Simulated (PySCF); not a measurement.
# A diatomic session: LiP−

One table from this session's results is given with a row withheld; the runs are named, their logs left out.

The runs use PySCF 2.14.0; Li aug-pcseg-1, P aug-pcseg-1, no relativity.

3 further runs of the same task are left out: 3 set aside as unsound or not needed.

The first run:

Settings of the job:

```json
{
 "atoms": "Li, P",
 "charge": "-1",
 "basis": "Li aug-pcseg-1, P aug-pcseg-1",
 "Hamiltonian": "no relativity",
 "basis functions": "40",
 "electrons treated": "19",
 "masses in u": "7.0160, 30.9738",
 "levels": "PBE0, PBE, r²SCAN, B2PLYP, BHandHLYP, TPSSh, LC-ωPBE, MP2, SCS-MP2, CCSD, CCSD(T)",
 "grid": "80 radial by 434 angular points",
 "occupations": "held fixed by the projection of orbital angular momentum",
 "dissociation limit": "Li + P−, each in its ground configuration",
 "starting distance in angstrom": "2.450",
 "values of 2S to try": "1, 3"
}
```

Command:

```sh
$ OMP_NUM_THREADS=1 python dia.py task.json out
```

Among the steps run: Set-up; First curve: PBE0; Higher solutions at PBE0; PBE (GGA); r²SCAN (meta-GGA); B2PLYP (double hybrid); BHandHLYP (global hybrid GGA); TPSSh; LC-ωPBE (range-separated hybrid); MP2 and coupled cluster.

One table of the session follows, with a row left open; its other results are not shown here.

Energy (eV) from each level's lowest point:

| R (Å) | UHF-MP2 | UHF-SCS-MP2 | UHF-CCSD | UHF-CCSD(T) | PBE |
| --- | --- | --- | --- | --- | --- |
| 2.108 | 0.315 | 0.317 | n/a | n/a | 0.288 |
| 2.206 | 0.148 | 0.150 | 0.149 | 0.152 | 0.130 |
| 2.304 | 0.052 | 0.054 | 0.053 | 0.055 | 0.042 |
| 2.377 | 0.015 | 0.016 | 0.016 | 0.017 | 0.010 |
| 2.451 | 0.000 | 0.000 | 0.000 | 0.000 | 0.000 |
| 2.525 | ? | ? | ? | ? | ? |
| 2.623 | 0.025 | 0.023 | 0.023 | 0.020 | 0.035 |
| 2.745 | 0.076 | 0.072 | 0.071 | 0.067 | 0.091 |
| 2.892 | 0.157 | 0.151 | 0.150 | 0.143 | 0.177 |
| 3.088 | 0.282 | 0.273 | n/a | n/a | 0.304 |

Estimate the missing values for R (Å) = 2.525.

Worked estimate for «UHF-MP2». A straight line through the neighbours (2.451, 0.000) and (2.623, 0.025) gives 0.000 + (0.025 − 0.000) × (2.525 − 2.451) / (2.623 − 2.451) = 0.011; a parabola fitted to 4 rows on both sides gives 0.004.

As computed: UHF-MP2: 0.002; UHF-SCS-MP2: 0.001; UHF-CCSD: 0.001; UHF-CCSD(T): 0.000; PBE: 0.007. In «UHF-MP2» the line misses by +0.009 and the parabola by +0.002.

Caveats from the session: At some levels the lowest empty orbital lies below the highest filled one (the two can be of opposite spin).
